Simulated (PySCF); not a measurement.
Constants of N₂, step by step

State: singlet, closed shell. De refers to N + N. RHF-based CCSD(T) in PySCF 2.14 with N aug-cc-pVTZ and N aug-cc-pVQZ (frozen core orbitals: 2; no relativity). Correlation energies are extrapolated as n⁻³ (n = 3, 4), Hartree–Fock as (n+1)·exp(−9√n). CV is the change on freezing 0 orbitals instead, in N cc-pwCVTZ. SR is the spin-free X2C energy in N cc-pVTZ-DK less the non-relativistic one in N cc-pVTZ.

| Level | Re (Å) | ωe (cm⁻¹) | ωexe (cm⁻¹) | αe (cm⁻¹) | De (eV) |
| --- | --- | --- | --- | --- | --- |
| CCSD(T)/TZ | 1.1040 | 2339.6 | 14.0 | 0.0170 | 9.442 |
| CCSD(T)/QZ | 1.1005 | 2354.5 | 13.9 | 0.0170 | 9.693 |
| HF/CBS | 1.0654 | 2729.3 | 10.8 | 0.0137 | 5.103 |
| MP2/CBS | 1.1092 | 2209.8 | 18.8 | 0.0206 | 10.415 |
| CCSD/CBS | 1.0916 | 2443.8 | 12.9 | 0.0160 | 9.445 |
| CCSD(T)/CBS | 1.0989 | 2363.4 | 13.9 | 0.0170 | 9.852 |
| CCSD(T)/CBS+CV | 1.0971 | 2371.9 | 13.9 | 0.0170 | 9.892 |
| CCSD(T)/CBS+CV+SR | 1.0970 | 2371.0 | 13.9 | 0.0170 | 9.886 |

Q: How much is left between CCSD(T)/QZ and the basis-set limit, and how much do the triples give at the limit?

A: CCSD(T)/CBS less CCSD(T)/QZ: -1.6 mÅ in Re, +8.9 cm⁻¹ in ωe and +0.159 eV in De. CCSD(T)/CBS less CCSD/CBS: +7.3 mÅ in Re, -80.4 cm⁻¹ in ωe and +0.407 eV in De.

Q: What do the later terms add?

A: CV: -1.8 mÅ in Re, +8.5 cm⁻¹ in ωe and +0.040 eV in De; SR: -0.1 mÅ in Re, -0.9 cm⁻¹ in ωe and -0.006 eV in De, each against the row above.

Measured (Huber and Herzberg, Constants of Diatomic Molecules (1979)): Re = 1.097685 Å, ωe = 2358.57 cm⁻¹, ωexe = 14.324 cm⁻¹. The last row is off by -0.7 mÅ and 12.5 cm⁻¹.

The T1 diagnostic is 0.013. The open-shell atoms are computed with UHF. Spin–orbit coupling, excitations beyond (T) and corrections to the Born–Oppenheimer picture are left out.

The whole job (state search and all basis sets along the bond) took about 3.6 min on 4 threads of Intel Xeon 6975P-C (shared host), peak memory 8 GiB.
